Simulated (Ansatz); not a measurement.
C3H7O, charge -1, singlet, geometry from GFN2-xTB (a gas-phase anion, which may not be bound at this level); HF/STO-3G (Ansatz, a program for electronic structure).

The Ansatz input:
Ansatz 0.2 input:
```yaml
crystal:
  periodic: [false, false, false]
  atoms:
    - {symbol: O, position_ang: [0.01823501, 1.37628744, -0.15362689]}
    - {symbol: C, position_ang: [-0.09424939, 0.01751935, 0.32858163]}
    - {symbol: H, position_ang: [0.90144779, 1.68636386, 0.08302539]}
    - {symbol: H, position_ang: [0.02709496, 0.11753802, 1.47927146]}
    - {symbol: C, position_ang: [-1.34913492, -0.60397912, -0.20855998]}
    - {symbol: C, position_ang: [1.14128104, -0.77163573, -0.13274807]}
    - {symbol: H, position_ang: [1.12211756, -0.86007510, -1.21725121]}
    - {symbol: H, position_ang: [-2.21575065, -0.09949866, 0.29577540]}
    - {symbol: H, position_ang: [2.07674729, -0.27977663, 0.16927314]}
    - {symbol: H, position_ang: [-1.37045637, -1.65452658, 0.19827109]}
    - {symbol: H, position_ang: [1.12553881, -1.77175148, 0.29700833]}
basis:
  gaussian:
    orbitals: STO-3G
hamiltonian:
  xc: hf
total_charge: -1
```

What the program printed (banner, timings and long lists left out):

```
Functional definition: HF
383 factors; integrals over basis functions are off by at most 2.9e-5 eV
mean field evaluation 1: about -5162.9182 eV, gradient 2.8e1 eV
mean field evaluation 2: about -5163.1933 eV, gradient 2.8e1 eV
mean field evaluation 4: about -5165.8778 eV, gradient 1.8e0 eV
mean field evaluation 8: about -5165.8937 eV, gradient 3.9e-2 eV
mean field -5165.89369215 eV, -189.8430916181 hartree, gradient 7.6e-5 eV, S^2 0.000000; 0 other end points of the search recorded, 0 dependent functions left out
reference -5165.89369215 eV, -189.8430916181 hartree; 17, 17 occupied and 10, 10 virtual orbitals, 383 factors
Total energy: -5165.89369215 eV, -189.8430916181 hartree
```
